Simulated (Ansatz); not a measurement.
We consider cubic perovskite BaTiO3 (cubic high-temperature phase), described by r²SCAN (PAW; Ansatz, a program for electronic structure).

Settings: plane-wave cutoff 600 eV, 6×6×6 k mesh, no spin polarisation, scalar-relativistic PAW data made under PBE.

The cell has the measured lattice: a = b = c = 4.0010 Å, α = β = γ = 90.00°.

**Question.** Estimate the elastic constant C44, elastic constant C11 and elastic constant C12 that the calculation returns.

**Answer.** 
- elastic constant C44: 131 GPa
- elastic constant C11: 307 GPa
- elastic constant C12: 111 GPa

Note: held by symmetry at 0 K, a high-temperature phase can be a saddle point; the cell isn't this level's own, so it is under some stress, which shifts stiffness and frequencies.

Elastic constants are with the ions relaxed.

Spin–orbit coupling is not included.

Static lattice: no zero-point or thermal effects.
